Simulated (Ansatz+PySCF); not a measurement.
## doublet LiH₂O in separate pieces: levels of theory in one basis

```xyz
4

O     0.0000    0.0000   -0.1085
H     0.0000    0.0000    0.8679
Li   30.0000    0.0000   -1.4381
H    30.0000    0.0000    4.3142
```

Basis set: 6-31G (spherical functions). Left uncorrelated: 1 orbital. Correlation on ROHF uses semicanonical orbitals with singles. Charge 0, multiplicity 2.

Computed with Ansatz (development build ahead of 0.2.0); each method stands on the lowest determinant of its kind that the runs found. NEVPT2 correlates all electrons. Active spaces start from the frontier orbitals, and the lowest solution found is given.

```json
{"method": "ROHF", "E − E(ROHF) (eV)": "0.00", "<S²> of the determinant": "0.75"}
{"method": "UHF", "E − E(ROHF) (eV)": "-3.44", "<S²> of the determinant": "1.75"}
{"method": "ROHF-MP2", "E − E(ROHF) (eV)": "-4.49", "<S²> of the determinant": "–"}
{"method": "UHF-MP2", "E − E(ROHF) (eV)": "-5.86", "<S²> of the determinant": "1.75"}
{"method": "ROHF-CCSD", "E − E(ROHF) (eV)": "-6.12", "<S²> of the determinant": "–"}
{"method": "UHF-CCSD", "E − E(ROHF) (eV)": "-6.12", "<S²> of the determinant": "1.75"}
{"method": "ROHF-CCSD(T)", "E − E(ROHF) (eV)": "-6.15", "<S²> of the determinant": "–"}
{"method": "UHF-CCSD(T)", "E − E(ROHF) (eV)": "-6.14", "<S²> of the determinant": "1.75"}
{"method": "CASSCF(5,5)", "E − E(ROHF) (eV)": "-4.10", "<S²> of the determinant": "–"}
{"method": "CASSCF(3,3)", "E − E(ROHF) (eV)": "-3.41", "<S²> of the determinant": "–"}
{"method": "SC-NEVPT2(3,3)", "E − E(ROHF) (eV)": "-5.87", "<S²> of the determinant": "–"}
```

(1) What does SC-NEVPT2(5,5) give on the same scale?

(2) Is a single determinant a sound starting point here?

## Answers

(1) -5.99 eV. NEVPT2 here correlates all electrons, so it doesn't share the others' frozen core.

(2) It is doubtful. Unrestricted orbitals lower Hartree–Fock by 3.44 eV and <S²> is 1.75 where a pure state has 0.75, a sign of strong static correlation. The CASSCF(5,5) natural occupations are 1.97, 1.04, 1.00, 0.96, 0.03. The CASSCF(3,3) natural occupations are 1.04, 1.00, 0.96.

Caution for ROHF, ROHF-MP2, ROHF-CCSD, ROHF-CCSD(T): an unrestricted determinant lies well below. Caution for UHF, UHF-MP2, UHF-CCSD, UHF-CCSD(T): the unrestricted determinant is a mixture of spin states. Caution for ROHF-MP2, ROHF-CCSD: large amplitudes, a single reference is doubtful. Caution for UHF-MP2, UHF-CCSD, UHF-CCSD(T): bonds are stretched, where a single reference can fail. Caution for ROHF-CCSD(T): very large amplitudes, the method is breaking down; the amplitudes may be one of several solutions.
